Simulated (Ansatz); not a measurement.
Z-matrix (Å, degrees):
```
C
C 1 1.483
H 1 1.095 2 110.6
H 1 1.090 2 111.9 3 121.3
H 1 1.095 2 110.5 3 -117.4
C 2 1.334 1 125.9 3 -121.9
H 2 1.090 1 116.5 3 58.2
C 6 1.461 2 120.6 1 -179.9
H 6 1.086 2 122.2 1 0.1
O 8 1.206 6 124.8 2 179.9
H 8 1.113 6 114.4 2 -0.1
```

Charge 0, multiplicity 1.

(1) List the PBE0/def2-TZVPP orbital energies in eV (the Gaussian-basis code of Ansatz). (Best estimate.)

Answers

(1) Computed: Occupied: -522.37, -280.42, -279.28, -278.65, -278.56, -29.20, -23.17, -20.56, -17.12, -16.14, -13.85, -12.93, -12.31, -11.88, -11.40, -11.24, -10.66, -8.06, -7.34. Lowest empty: -1.56, 1.30, 1.30, 1.70, 2.75, 2.97, 3.10, 3.37.
